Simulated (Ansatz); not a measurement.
## SiGeH (H-bridged), doublet: the ladder up to UCCSDT(Q)

Geometry: a PBE0/def2-TZVP stationary point for this spin, not checked as a minimum.

```json
{"atom": "Si", "x (Å)": "0.0000", "y (Å)": "-0.0368", "z (Å)": "1.6490"}
{"atom": "Ge", "x (Å)": "0.0000", "y (Å)": "-0.0037", "z (Å)": "-0.6463"}
{"atom": "H", "x (Å)": "0.0000", "y (Å)": "1.2915", "z (Å)": "0.6314"}
```

Basis cc-pVDZ; Ansatz 0.2.0. Only valence electrons are correlated (noble-gas cores and the filled d shells of p-block atoms frozen), which leaves 9 electrons in 31 orbitals. R marks a restricted (for open shells ROHF) determinant, U an unrestricted one. Active spaces: valence = (9e, 9o) chosen from the atoms' valence shells. No spin–orbit coupling is included, and no scalar relativity.

Full CI isn't at hand for all of this; UCCSDT(Q) serves as the reference, and is uncertain by about the last step of the cluster series. The frozen core follows each run's orbitals, which can shift R against U totals by a few meV for light atoms and by up to 0.1 eV past Ca.

- UHF ⟨S²⟩: 0.758
- T1 diagnostic (RCCSD): 0.0192
- largest doubles amplitude (RCCSD): 0.057
- T1 diagnostic (UCCSD): 0.0172

Question: From what is known of these methods and the diagnostics, rank them by the size of their error in total energy against UCCSDT(Q) in cc-pVDZ, smallest first (an estimate: the text doesn't fix the numbers).
A. UCCSDT
B. UCCSD
C. UHF
D. UCCSD(T)
E. UMP2

Answer: A (1.6 kJ/mol), D (5.2 kJ/mol), B (26.5 kJ/mol), E (110.8 kJ/mol), C (506.0 kJ/mol).

All errors are against UCCSDT(Q) in cc-pVDZ. Within each family the higher level lies nearer, as is usual though not guaranteed.

Natural occupations of CASSCF (valence space) about the gap: 1.984 1.969 1.949 1.943 0.988 0.052 0.050 0.034 0.030; effectively unpaired electrons, Σ n²(2−n)², 1.05.

Atomization energy (electronic, same basis, no zero-point term; atoms at the same level, unrestricted beside the R rows where the molecule is a closed shell, but restricted open-shell past Ca, as are all atoms' steps beyond CCSDT(Q)) at UCCSDT(Q): 519.1 kJ/mol. Errors of other levels:

| level | error (kJ/mol) |
| --- | --- |
| UHF | -175.6 |
| UMP2 | -11.7 |
| UCCSD | -19.9 |
| UCCSD(T) | -3.3 |
| UCCSDT | -1.5 |

This basis is far from its limit, so the value isn't to be set against a measured one.
